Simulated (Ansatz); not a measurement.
1T (CdI2-type) PtSe2, treated with PBE0-D3(BJ) in Ansatz (PAW).

The cell is the one relaxed with PBE-D3(BJ): a = 3.772 Å, b = 3.772 Å, c = 4.823 Å, α = 90.00°, β = 90.00°, γ = 120.00°.

### Question
Give the computed interlayer binding energy.

### Answer

- interlayer binding energy = 43.6 meV/Å²

Note: exact exchange on metals is sensitive to the k mesh and can open a false gap; the run warned that the count of filled bands differs between k points.

Spin–orbit coupling is not included.

The computed numbers hold no vibrational or temperature effects.

Ansatz is a quantum-chemistry and plane-wave program.
